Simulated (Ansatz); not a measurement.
# AlBNH (triplet): wB97M-V, B2PLYP, RPA-PBE over vertical spin and charge gaps and displaced geometries, cc-pVDZ, part 2 of 2

Ansatz 0.2.0, Gaussian basis; cc-pVDZ, all electrons in the functionals, frozen cores in the correlation of double hybrids and RPA. The steps go on from the part before.

## 14. B2PLYP, displaced geometry v1

Input file in.yaml:

```yaml
crystal:
  periodic: [false, false, false]
  atoms:
    - {symbol: Al, position_ang: [-0.011268, -0.120488, 1.085963]}
    - {symbol: B, position_ang: [-0.012102, 0.003013, -1.944398]}
    - {symbol: N, position_ang: [0.035862, 0.144307, -0.732195]}
    - {symbol: H, position_ang: [-0.066914, 1.187688, 1.960011]}
basis:
  gaussian: {orbitals: cc-pVDZ}
magnetization: {spin_polarized: true, initial_magnetization: 2}
hamiltonian: {xc: {name: B2PLYP}}
correlation: {electrons: outside_noble_gas}
```

Command:

```
$ ansatz run in.yaml --threads 1 --pin off --events-out ev --progress --plain --max-ram 2393MiB
```

Output, shortened:

```text
Functional definition: B2PLYP
  name "B2PLYP"
  cite "Grimme, J. Chem. Phys. 124, 034108 (2006) doi:10.1063/1.2148954"
  cite "Becke, Phys. Rev. A 38, 3098 (1988) doi:10.1103/PhysRevA.38.3098"
  cite "Lee, Yang & Parr, Phys. Rev. B 37, 785 (1988) doi:10.1103/PhysRevB.37.785"
[...]
493 factors; integrals over basis functions are off by at most 1.2e-3 eV
[...]
mean field -8768.94519728 eV, -322.2527921954 hartree, gradient 3.3e-6 eV, S^2 2.020799; 0 other end points of the search recorded, 0 dependent functions left out
7 core orbitals not correlated: weight in the atoms' cores, before any rotation towards them, 1.000 or more for the frozen orbitals, at most 0.000 for the correlated occupied ones
reference -8768.94533582 eV, -322.2527972868 hartree; 7, 5 occupied and 37, 39 virtual orbitals, 493 factors
second order -8.85543093 eV of doubles, -0.00000000 eV of singles
Total energy: -8771.33630217 eV, -322.3406636795 hartree
```

Run time: 4.5 s. Hardware: 1 thread of AMD EPYC, shared host.

From the report: ⟨S²⟩ of the determinant 2.021 (pure triplet: 2.00).

From charge 0, triplet: +8.8 kJ/mol.

## 15. B2PLYP, displaced geometry v2

Input file in.yaml:

```yaml
crystal:
  periodic: [false, false, false]
  atoms:
    - {symbol: Al, position_ang: [0.057261, -0.106540, 1.065269]}
    - {symbol: B, position_ang: [-0.107613, 0.041478, -1.942345]}
    - {symbol: N, position_ang: [-0.030993, 0.091038, -0.695709]}
    - {symbol: H, position_ang: [0.052116, 1.141964, 1.984909]}
basis:
  gaussian: {orbitals: cc-pVDZ}
magnetization: {spin_polarized: true, initial_magnetization: 2}
hamiltonian: {xc: {name: B2PLYP}}
correlation: {electrons: outside_noble_gas}
```

The command is unchanged.

Output, shortened:

```text
Functional definition: B2PLYP
  name "B2PLYP"
  cite "Grimme, J. Chem. Phys. 124, 034108 (2006) doi:10.1063/1.2148954"
  cite "Becke, Phys. Rev. A 38, 3098 (1988) doi:10.1103/PhysRevA.38.3098"
  cite "Lee, Yang & Parr, Phys. Rev. B 37, 785 (1988) doi:10.1103/PhysRevB.37.785"
[...]
493 factors; integrals over basis functions are off by at most 1.2e-3 eV
[...]
mean field -8768.98557140 eV, -322.2542759172 hartree, gradient 8.0e-6 eV, S^2 2.022097; 1 other end points of the search recorded, 0 dependent functions left out
7 core orbitals not correlated: weight in the atoms' cores, before any rotation towards them, 1.000 or more for the frozen orbitals, at most 0.000 for the correlated occupied ones
reference -8768.98571017 eV, -322.2542810166 hartree; 7, 5 occupied and 37, 39 virtual orbitals, 493 factors
second order -8.90430180 eV of doubles, -0.00000000 eV of singles
Total energy: -8771.38987165 eV, -322.3426323216 hartree
```

Wall time 3.8 s (1 thread of AMD EPYC, shared host).

From the report: ⟨S²⟩ of the determinant 2.022 (pure triplet: 2.00).

From charge 0, triplet: +3.6 kJ/mol.

## 16. RPA-PBE, charge 0, triplet

Input file in.yaml:

```yaml
crystal:
  periodic: [false, false, false]
  atoms:
    - {symbol: Al, position_ang: [0.000000, -0.112718, 1.068961]}
    - {symbol: B, position_ang: [0.000000, 0.026926, -1.950247]}
    - {symbol: N, position_ang: [0.000000, 0.108910, -0.695431]}
    - {symbol: H, position_ang: [0.000000, 1.215105, 1.966973]}
basis:
  gaussian: {orbitals: cc-pVDZ}
magnetization: {spin_polarized: true, initial_magnetization: 2}
hamiltonian: {xc: {name: PBE}}
correlation: {method: rpa, electrons: outside_noble_gas}
```

Launched as before.

Output, shortened:

```text
Functional definition: PBE
  name "PBE"
  cite "Perdew, Burke & Ernzerhof, Phys. Rev. Lett. 77, 3865 (1996) doi:10.1103/PhysRevLett.77.3865"
  parent pbe
[...]
493 factors; integrals over basis functions are off by at most 1.2e-3 eV
[...]
mean field -8770.14848967 eV, -322.2970123753 hartree, gradient 4.1e-6 eV, S^2 2.014538; 0 other end points of the search recorded, 0 dependent functions left out
7 core orbitals not correlated: weight in the atoms' cores, before any rotation towards them, 1.000 or more for the frozen orbitals, at most 0.000 for the correlated occupied ones
reference -8750.03906117 eV, -321.5580045085 hartree; 7, 5 occupied and 37, 39 virtual orbitals, 493 factors
Total energy: -8762.07220343 eV, -322.0002143303 hartree
```

It took 4.3 s on 1 thread of AMD EPYC, shared host.

From the report: ⟨S²⟩ of the determinant 2.015 (pure triplet: 2.00).

## 17. RPA-PBE, charge 0, singlet

Edit in.yaml of step 16 so:

```diff
@@ -9,3 +9,3 @@
   gaussian: {orbitals: cc-pVDZ}
-magnetization: {spin_polarized: true, initial_magnetization: 2}
+magnetization: {spin_polarized: true, initial_magnetization: 0}
 hamiltonian: {xc: {name: PBE}}
```

The command is unchanged.

Output, shortened:

```text
Functional definition: PBE
  name "PBE"
  cite "Perdew, Burke & Ernzerhof, Phys. Rev. Lett. 77, 3865 (1996) doi:10.1103/PhysRevLett.77.3865"
  parent pbe
[...]
493 factors; integrals over basis functions are off by at most 1.2e-3 eV
[...]
mean field -8770.21329786 eV, -322.2993940324 hartree, gradient 1.1e-6 eV, S^2 0.825232; 6 other end points of the search recorded, 0 dependent functions left out
7 core orbitals not correlated: weight in the atoms' cores, before any rotation towards them, 1.000 or more for the frozen orbitals, at most 0.000 for the correlated occupied ones
reference -8749.48718530 eV, -321.5377234442 hartree; 6, 6 occupied and 38, 38 virtual orbitals, 493 factors
Total energy: -8762.13265308 eV, -322.0024358140 hartree
```

Run time: 12 s. Hardware: 1 thread of AMD EPYC, shared host.

From the report: ⟨S²⟩ of the determinant 0.825 (pure singlet: 0.00). The determinant is far from a pure spin state, so its energy mixes those of several spin states (harmless only where they are near-degenerate, as at dissociation).

From charge 0, triplet: -5.8 kJ/mol.

## 18. RPA-PBE, charge 0, quintet

Edit in.yaml of step 17 so:

```diff
@@ -9,3 +9,3 @@
   gaussian: {orbitals: cc-pVDZ}
-magnetization: {spin_polarized: true, initial_magnetization: 0}
+magnetization: {spin_polarized: true, initial_magnetization: 4}
 hamiltonian: {xc: {name: PBE}}
```

Same command.

Output, shortened:

```text
Functional definition: PBE
  name "PBE"
  cite "Perdew, Burke & Ernzerhof, Phys. Rev. Lett. 77, 3865 (1996) doi:10.1103/PhysRevLett.77.3865"
  parent pbe
[...]
493 factors; integrals over basis functions are off by at most 1.2e-3 eV
[...]
mean field -8765.30183553 eV, -322.1189011209 hartree, gradient 2.1e-6 eV, S^2 6.010059; 15 other end points of the search recorded, 0 dependent functions left out
7 core orbitals not correlated: weight in the atoms' cores, before any rotation towards them, 1.000 or more for the frozen orbitals, at most 0.000 for the correlated occupied ones
reference -8744.63994278 eV, -321.3595905672 hartree; 8, 4 occupied and 36, 40 virtual orbitals, 493 factors
Total energy: -8757.15838192 eV, -321.8196347205 hartree
```

Run time: 35 s. Hardware: 1 thread of AMD EPYC, shared host.

From the report: ⟨S²⟩ of the determinant 6.010 (pure quintet: 6.00).

From charge 0, triplet: +474.1 kJ/mol.

## 19. RPA-PBE, charge 1, doublet

Edit in.yaml of step 18 so:

```diff
@@ -9,3 +9,4 @@
   gaussian: {orbitals: cc-pVDZ}
-magnetization: {spin_polarized: true, initial_magnetization: 4}
+total_charge: 1
+magnetization: {spin_polarized: true, initial_magnetization: 1}
 hamiltonian: {xc: {name: PBE}}
```

Launched as before.

Output, shortened:

```text
Functional definition: PBE
  name "PBE"
  cite "Perdew, Burke & Ernzerhof, Phys. Rev. Lett. 77, 3865 (1996) doi:10.1103/PhysRevLett.77.3865"
  parent pbe
[...]
493 factors; integrals over basis functions are off by at most 1.2e-3 eV
[...]
mean field -8762.44963768 eV, -322.0140847831 hartree, gradient 5.9e-6 eV, S^2 0.762584; 1 other end points of the search recorded, 0 dependent functions left out
7 core orbitals not correlated: weight in the atoms' cores, before any rotation towards them, 1.000 or more for the frozen orbitals, at most 0.000 for the correlated occupied ones
reference -8742.59515917 eV, -321.2844461555 hartree; 6, 5 occupied and 38, 39 virtual orbitals, 493 factors
Total energy: -8754.30421555 eV, -321.7147460411 hartree
```

Wall time 4.8 s (1 thread of AMD EPYC, shared host).

From the report: ⟨S²⟩ of the determinant 0.763 (pure doublet: 0.75).

From charge 0, triplet: +749.5 kJ/mol.

## 20. RPA-PBE, charge 1, quartet

Edit in.yaml of step 19 so:

```diff
@@ -10,3 +10,3 @@
 total_charge: 1
-magnetization: {spin_polarized: true, initial_magnetization: 1}
+magnetization: {spin_polarized: true, initial_magnetization: 3}
 hamiltonian: {xc: {name: PBE}}
```

Same command.

Output, shortened:

```text
Functional definition: PBE
  name "PBE"
  cite "Perdew, Burke & Ernzerhof, Phys. Rev. Lett. 77, 3865 (1996) doi:10.1103/PhysRevLett.77.3865"
  parent pbe
[...]
493 factors; integrals over basis functions are off by at most 1.2e-3 eV
[...]
mean field -8759.44574198 eV, -321.9036936520 hartree, gradient 1.5e-6 eV, S^2 3.757665; 14 other end points of the search recorded, 0 dependent functions left out
7 core orbitals not correlated: weight in the atoms' cores, before any rotation towards them, 1.000 or more for the frozen orbitals, at most 0.000 for the correlated occupied ones
reference -8739.88601352 eV, -321.1848868893 hartree; 7, 4 occupied and 37, 40 virtual orbitals, 493 factors
Total energy: -8751.51160034 eV, -321.6121193247 hartree
```

Wall time 20 s (1 thread of AMD EPYC, shared host).

From the report: ⟨S²⟩ of the determinant 3.758 (pure quartet: 3.75).

From charge 0, triplet: +1018.9 kJ/mol.

## 21. RPA-PBE, displaced geometry v1

Input file in.yaml:

```yaml
crystal:
  periodic: [false, false, false]
  atoms:
    - {symbol: Al, position_ang: [-0.011268, -0.120488, 1.085963]}
    - {symbol: B, position_ang: [-0.012102, 0.003013, -1.944398]}
    - {symbol: N, position_ang: [0.035862, 0.144307, -0.732195]}
    - {symbol: H, position_ang: [-0.066914, 1.187688, 1.960011]}
basis:
  gaussian: {orbitals: cc-pVDZ}
magnetization: {spin_polarized: true, initial_magnetization: 2}
hamiltonian: {xc: {name: PBE}}
correlation: {method: rpa, electrons: outside_noble_gas}
```

The command is unchanged.

Output, shortened:

```text
Functional definition: PBE
  name "PBE"
  cite "Perdew, Burke & Ernzerhof, Phys. Rev. Lett. 77, 3865 (1996) doi:10.1103/PhysRevLett.77.3865"
  parent pbe
[...]
493 factors; integrals over basis functions are off by at most 1.2e-3 eV
[...]
mean field -8770.04022385 eV, -322.2930336798 hartree, gradient 2.1e-6 eV, S^2 2.013110; 0 other end points of the search recorded, 0 dependent functions left out
7 core orbitals not correlated: weight in the atoms' cores, before any rotation towards them, 1.000 or more for the frozen orbitals, at most 0.000 for the correlated occupied ones
reference -8750.00692502 eV, -321.5568235266 hartree; 7, 5 occupied and 37, 39 virtual orbitals, 493 factors
Total energy: -8761.95994447 eV, -321.9960888894 hartree
```

Run time: 3.7 s. Hardware: 1 thread of AMD EPYC, shared host.

From the report: ⟨S²⟩ of the determinant 2.013 (pure triplet: 2.00).

From charge 0, triplet: +10.8 kJ/mol.

## 22. RPA-PBE, displaced geometry v2

Input file in.yaml:

```yaml
crystal:
  periodic: [false, false, false]
  atoms:
    - {symbol: Al, position_ang: [0.057261, -0.106540, 1.065269]}
    - {symbol: B, position_ang: [-0.107613, 0.041478, -1.942345]}
    - {symbol: N, position_ang: [-0.030993, 0.091038, -0.695709]}
    - {symbol: H, position_ang: [0.052116, 1.141964, 1.984909]}
basis:
  gaussian: {orbitals: cc-pVDZ}
magnetization: {spin_polarized: true, initial_magnetization: 2}
hamiltonian: {xc: {name: PBE}}
correlation: {method: rpa, electrons: outside_noble_gas}
```

The command is unchanged.

Output, shortened:

```text
Functional definition: PBE
  name "PBE"
  cite "Perdew, Burke & Ernzerhof, Phys. Rev. Lett. 77, 3865 (1996) doi:10.1103/PhysRevLett.77.3865"
  parent pbe
[...]
493 factors; integrals over basis functions are off by at most 1.2e-3 eV
[...]
mean field -8770.09177605 eV, -322.2949281880 hartree, gradient 2.1e-6 eV, S^2 2.014188; 0 other end points of the search recorded, 0 dependent functions left out
7 core orbitals not correlated: weight in the atoms' cores, before any rotation towards them, 1.000 or more for the frozen orbitals, at most 0.000 for the correlated occupied ones
reference -8750.03806166 eV, -321.5579677772 hartree; 7, 5 occupied and 37, 39 virtual orbitals, 493 factors
Total energy: -8762.01989753 eV, -321.9982921237 hartree
```

It took 3.2 s on 1 thread of AMD EPYC, shared host.

From the report: ⟨S²⟩ of the determinant 2.014 (pure triplet: 2.00).

From charge 0, triplet: +5.0 kJ/mol.

## 23. Against the wave-function levels

The yardstick is UCCSDT(Q), where the cluster series has nearly closed. It comes from earlier runs at the same points. Energies in kJ/mol, counted from charge 0, triplet; blanks weren't run or aren't comparable.

```csv
level,triplet to singlet,triplet to quintet,ionisation to the doublet cation,ionisation to the quartet cation,displacement v1,displacement v2
UCCSDT(Q),,,734.4,1044.4,10.2,4.3
wB97M-V,0.0,516.7,726.5,1049.4,7.3,3.6
B2PLYP,-0.3,512.9,736.8,1050.6,8.8,3.6
RPA-PBE,-5.8,474.1,749.5,1018.9,10.8,5.0
```

Largest miss and mean time a point (UCCSDT(Q) took 2.7 min a point; shared hosts):

```csv
level,largest miss (kJ/mol),where,time a point
wB97M-V,-8.0,ionisation to the doublet cation,25 s
B2PLYP,+6.2,ionisation to the quartet cation,8.5 s
RPA-PBE,-25.5,ionisation to the quartet cation,12 s
```

## 24. Results

The summary covers parts 1 to 2.

| quantity | value |
| --- | --- |
| ionisation to the doublet cation, UCCSDT(Q) | 734.4 kJ/mol |
| ionisation to the quartet cation, UCCSDT(Q) | 1044.4 kJ/mol |
| displacement v1, UCCSDT(Q) | 10.2 kJ/mol |
| displacement v2, UCCSDT(Q) | 4.3 kJ/mol |
| largest miss, wB97M-V | -8.0 kJ/mol (ionisation to the doublet cation) |
| largest miss, B2PLYP | +6.2 kJ/mol (ionisation to the quartet cation) |
| largest miss, RPA-PBE | -25.5 kJ/mol (ionisation to the quartet cation) |

In words: Misses are known at 4 of 6 points at best, and only functionals with that many are ranked. Of the functionals, B2PLYP keep the smallest largest miss at the points compared (at most 6.2 kJ/mol) and RPA-PBE strays most (25.5 kJ/mol, at ionisation to the quartet cation). wB97M-V, B2PLYP, RPA-PBE clearly break the spin symmetry at some points (⟨S²⟩ up to 1.00 above the pure value), so energy there is bought with a mixed spin. Functionals and the yardstick converge differently with the basis, so part of each miss in cc-pVDZ is the basis.
